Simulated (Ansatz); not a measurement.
Molecule (SMILES): [O-][N+]#N.
Atoms: N1, N2, O3. Bonds: N1-N2, N2-O3.

Basis-set convergence of the optimised N1-N2 bond length at HF with Ansatz (a first-principles code). Cartesian d functions, on some or all atoms, in 6-31+G*; all else is spherical. The program fits the integrals of some runs and decomposes those of others, by size. No added dispersion term, no relativity. Reference: the value in def2-QZVPPD, 1.0806 Å, itself unsure by roughly 0.0002 Å (its mean distance from pcseg-3, def2-QZVPP, cc-pVQZ). Deviations are taken from unrounded values.

```json
[
 {"basis": "STO-3G", "functions": "15", "optimised N1-N2 bond length (Å)": "1.1545", "minus reference (Å)": "0.0739"},
 {"basis": "6-31G", "functions": "27", "optimised N1-N2 bond length (Å)": "1.1003", "minus reference (Å)": "0.0197"},
 {"basis": "def2-SVP", "functions": "42", "optimised N1-N2 bond length (Å)": "1.0889", "minus reference (Å)": "0.0082"},
 {"basis": "pcseg-1", "functions": "42", "optimised N1-N2 bond length (Å)": "1.0872", "minus reference (Å)": "0.0065"},
 {"basis": "6-311G**", "functions": "54", "optimised N1-N2 bond length (Å)": "1.0855", "minus reference (Å)": "0.0049"},
 {"basis": "6-31+G*", "functions": "57", "optimised N1-N2 bond length (Å)": "1.0911", "minus reference (Å)": "0.0105"},
 {"basis": "cc-pVTZ", "functions": "90", "optimised N1-N2 bond length (Å)": "1.0824", "minus reference (Å)": "0.0017"},
 {"basis": "jun-cc-pV(T+d)Z", "functions": "117", "optimised N1-N2 bond length (Å)": "1.0821", "minus reference (Å)": "0.0014"},
 {"basis": "aug-cc-pVTZ", "functions": "138", "optimised N1-N2 bond length (Å)": "1.0819", "minus reference (Å)": "0.0012"},
 {"basis": "aug-pcseg-2", "functions": "138", "optimised N1-N2 bond length (Å)": "1.0812", "minus reference (Å)": "0.0006"},
 {"basis": "def2-QZVPP", "functions": "171", "optimised N1-N2 bond length (Å)": "1.0807", "minus reference (Å)": "0.0000"},
 {"basis": "pcseg-3", "functions": "180", "optimised N1-N2 bond length (Å)": "1.0804", "minus reference (Å)": "-0.0002"},
 {"basis": "def2-QZVPPD", "functions": "192", "optimised N1-N2 bond length (Å)": "1.0806", "minus reference (Å)": "0.0000"}
]
```

The smallest set listed that lies within 0.003 Å of the reference with all its larger relatives (same family, alike in diffuse functions; a set with none counts only in the reference's own line) is cc-pVTZ (90 functions, 0.0017 Å off). Inside, with no larger relative to test it: aug-pcseg-2, def2-QZVPP, pcseg-3. (Relatives not listed, tested too: cc-pVQZ 0.0002 Å.)
